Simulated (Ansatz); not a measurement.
Input for Ansatz (development build ahead of 0.2.0):

```yaml
crystal:
  periodic: [false, false, false]
  atoms:
    - { symbol: Cl, position_ang: [0.0, 0.0, 0.0] }
    - { symbol: H, position_ang: [0.0, 0.0, 1.862] }
    - { symbol: H, position_ang: [0.0, 1.4264, -1.1969] }
basis:
  gaussian: { orbitals: pcseg-2 }
magnetization:
  spin_polarized: true
  initial_magnetization: 1
hamiltonian:
  xc: pbe
```

The input is written out in the form of the current development build from the run's settings.

The run gave:

```
Converged                       : yes
Total energy                    : -461.07886 hartree
Spin squared of the determinant : 0.780
Stability test                  : minimum
```
